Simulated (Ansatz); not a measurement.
# Two structures, one formula

Two relaxed structures of CH₅BN (charge -1), singlet (PBE0-D4/def2-TZVPD; forces vanish, vibrations not checked).

A:

```
atom    x (Å)    y (Å)    z (Å)
  C1  -0.7571   0.5190  -0.7491
  B2  -0.3926  -0.2592   0.5918
  N3   0.8397  -0.9358   0.5024
  H4  -1.7065   0.1614  -1.1634
  H5  -0.8951   1.5892  -0.5586
  H6   0.0288   0.4060  -1.5372
  H7   1.4253  -0.9153  -0.3460
  H8   1.2346  -1.4795   1.2449
```

B:

C1  (-0.849, 0.711, -0.671)
B2  (-0.038, 0.217, 0.439)
N3  (0.733, -1.057, 0.444)
H4  (-0.946, 0.199, -1.635)
H5  (-1.449, 1.620, -0.607)
H6  (0.046, 0.822, 1.505)
H7  (0.922, -1.449, -0.468)
H8  (1.580, -1.062, 0.993)
(Å)

Ansatz 0.2.0; basis: def2-TZVPPD; cores frozen in the correlated methods. B3LYP uses VWN-RPA correlation.

Which structure is lower at CCSD(T), and by how much? (To be estimated.)

Computed: B, by 29.41 kcal/mol (electronic energy, against the other). By their contacts, A is CH₅BN ([CH3][B][NH2]), total charge -1 and B is CH₅BN ([CH2][BH][NH2]), total charge -1.

All methods give the same order:

```
   method  E(B) − E(A) (kcal/mol)
   PBE-D4                  -26.66
r2SCAN-D4                  -29.82
  PBE0-D4                  -29.27
 B3LYP-D4                  -29.20
  wB97M-V                  -30.63
       HF                  -31.82
      MP2                  -31.51
     CCSD                  -30.27
  CCSD(T)                  -29.41
```

T1 diagnostic: at most 0.020. The highest PBE0 orbital of the anion lies well above zero, so the extra electron may be unbound in the gas phase. The restricted Hartree–Fock reference is unstable towards an unrestricted one at one or more of these structures.

Labels in which every atom is bracketed show which atoms are joined, not bond orders.

For scale, one of the runs: CCSD(T)/def2-TZVPPD, 196 basis functions, launched by `ansatz run in.yaml --threads 2 --pin off --events-out ev --progress --plain --max-ram 4352MiB`. Hardware: 2 CPU threads of an Arm Neoverse V1, shared host. Wall time 55 s; peak host memory 2.4 GiB.
